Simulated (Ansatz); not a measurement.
## 2H MoS₂

These are PBEsol in Ansatz (plane waves, PAW) values and carry that method's errors.

Numerical settings: plane-wave cutoff 520 eV, 12×12×4 k mesh (along the axes of the cell as run), no spin polarisation, scalar-relativistic PAW data made under PBE.

Cell (relaxed at this level):

```
MoS2
1.0
    3.14135     0.00000     0.00000
   -1.57067     2.72049     0.00000
    0.00000     0.00000    12.57922
Mo S
2 4
Direct
  0.66667   0.33333   0.75000
  0.33333   0.66667   0.25000
  0.66667   0.33333   0.37394
  0.33333   0.66667   0.87394
  0.33333   0.66667   0.62606
  0.66667   0.33333   0.12606
```

```
Quantity                                     Value
----------------------------------------  --------
elastic constant C11                       225 GPa
elastic constant C12                      53.5 GPa
elastic constant C13                      4.53 GPa
elastic constant C33                      21.1 GPa
elastic constant C44                      10.9 GPa
elastic constant C66                      85.6 GPa
Voigt–Reuss–Hill bulk modulus             42.7 GPa
polycrystal shear modulus (Hill average)  33.4 GPa
Young modulus                             79.5 GPa
Poisson ratio                                0.190
```

Measured, for comparison: elastic constant C11 238 GPa, elastic constant C33 52 GPa, elastic constant C44 19 GPa (temperature not stated, no zero-point or thermal correction; as tabulated in Guerrero et al. (2021), arXiv:2010.02198); elastic constant C13 23 GPa (temperature not stated, no zero-point or thermal correction; as tabulated in Ulian and Valdrè (2023), doi:10.1107/s1600576723002571). Computed (rounded) less measured: elastic constant C11 -5 %, elastic constant C13 -80 %, elastic constant C33 -59 %, elastic constant C44 -43 %.

Note: the cell comes from a level without a dispersion term, which matters for the spacing of layers, chains or molecules; the cell has widely spaced layers and the level no dispersion term, so their spacing and the moduli can rest on weak binding.

Elastic constants are with the ions relaxed.

It cost about 25 core-minutes (a rough figure) of CPU time.

Ansatz is a first-principles code.
